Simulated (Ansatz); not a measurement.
Geometry optimisation, Ansatz, RKS PBE0/def2-SVP.

Input:

```yaml
crystal:
  periodic: [false, false, false]
  atoms:
    - { symbol: Al, position_ang: [0.0, 0.0, 0.0] }
    - { symbol: "N", position_ang: [0.0, 0.0, 2.27] }
    - { symbol: H, position_ang: [-0.877, -0.2713, 2.8] }
    - { symbol: H, position_ang: [0.877, 0.2713, 2.8] }
    - { symbol: H, position_ang: [1.351, 0.0, -0.78] }
    - { symbol: H, position_ang: [-1.351, 0.0, -0.78] }
    - { symbol: O, position_ang: [-0.2602, 1.9567, 0.6559] }
    - { symbol: H, position_ang: [-1.1988, 2.262, 0.4419] }
    - { symbol: H, position_ang: [-0.1672, 1.2578, 1.8121] }
basis:
  gaussian: { orbitals: def2-SVP }
hamiltonian:
  xc: pbe0
relax:
  f_tol: 0.15
  max_steps: 25
  restrain:
    - { distance: [0, 6], at: 1.78, k: 30.0 }
    - { distance: [8, 1], at: 1.06, k: 30.0 }
    - { distance: [0, 1], at: 3.12, k: 30.0 }
    - { distance: [8, 6], at: 2.21, k: 30.0 }
```

Command:

```bash
$ ansatz run input.yaml --threads 1 --pin off --max-ram 2048MiB --backend cpu --events-out ev --progress --plain --runs-dir out
```

Where does it end, and by what steps?

The forces met the threshold. The restraints hold the end off the free minimum. After 8 steps the energy has fallen by 1.258 eV (the restraints' own energy left out); Al1 moved furthest, 0.69 Å. Joined: N2–H9 (1.35 → 1.04 Å).

```tsv
step	energy less start (eV)	largest force component (eV/Å)	accepted
0	0.0000	3.020	yes
1	-0.1287	4.328	yes
2	-0.5145	3.490	yes
3	-0.8293	2.612	yes
4	-1.0616	2.384	yes
5	-1.1707	1.772	yes
6	-1.2435	0.857	yes
7	-1.2533	0.939	yes
8	-1.2579	0.878	yes
```

```xyz
9
Properties=species:S:1:pos:R:3
Al -0.114 0.440 -0.524
N -0.001 0.058 2.548
H -0.760 -0.164 3.189
H 0.874 -0.021 3.061
H 1.383 0.004 -0.782
H -1.404 -0.283 -1.100
O -0.310 2.001 0.262
H -1.187 2.393 0.315
H -0.108 1.048 2.250
```

The run took 20 s on 1 thread of Arm Neoverse V2 (shared host), peak memory 0.14 GiB.
